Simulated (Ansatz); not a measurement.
Geometry optimisation, UKS PBE0-D4/def2-SVP in Ansatz 0.2.0.

The input (input.yaml):

```yaml
crystal:
  periodic: [false, false, false]
  atoms:
    - { symbol: C, position_ang: [-0.89305, -0.18812, -0.82891] }
    - { symbol: "N", position_ang: [-0.02664, -0.46959, 0.05379] }
    - { symbol: Al, position_ang: [0.66197, -1.6502, 1.18966] }
    - { symbol: H, position_ang: [-0.81888, -0.57653, -1.84644] }
    - { symbol: H, position_ang: [-1.79525, 0.38894, -0.61172] }
    - { symbol: H, position_ang: [1.47497, -2.95034, 1.67819] }
magnetization:
  spin_polarized: true
  initial_magnetization: 1
basis:
  gaussian: { orbitals: def2-SVP }
hamiltonian:
  xc: pbe0
  dispersion: d4
relax:
  f_tol: 0.015
  max_steps: 40
output:
  orbitals: {}
```

Launched with:

```bash
$ ansatz run input.yaml --threads 1 --pin off --max-ram 2048MiB --backend cpu --events-out ev --progress --plain --runs-dir out
```

Q: Where does it end, and by what steps?

A: The run converged. After 11 steps the energy has fallen by 1.139 eV; H6 moved furthest, 0.83 Å.

| step | energy less start (eV) | largest force component (eV/Å) | accepted |
| --- | --- | --- | --- |
| 0 | 0.0000 | 1.351 | yes |
| 1 | -0.4162 | 0.640 | yes |
| 2 | -0.6500 | 0.776 | yes |
| 3 | -0.8823 | 0.596 | yes |
| 4 | -1.0330 | 0.555 | yes |
| 5 | -1.1143 | 0.575 | yes |
| 6 | -1.1324 | 0.360 | yes |
| 7 | -1.1237 | 0.178 | no |
| 8 | -1.1336 | 0.529 | yes |
| 9 | -1.1358 | 0.173 | yes |
| 10 | -1.1390 | 0.019 | yes |
| 11 | -1.1392 | 0.008 | yes |

```xyz
6
Properties=species:S:1:pos:R:3
C -0.854 -0.265 -0.804
N -0.349 -1.031 0.046
Al 0.211 -2.167 1.263
H -0.972 -0.548 -1.872
H -1.217 0.755 -0.553
H 1.784 -2.189 1.554
```

Whether the end is a true minimum wasn't checked by a vibrational analysis.

Time of the run: 19 s on 1 thread of Intel(R) Xeon(R) 6975P-C (Granite Rapids), on a shared host, peak memory 0.16 GiB.
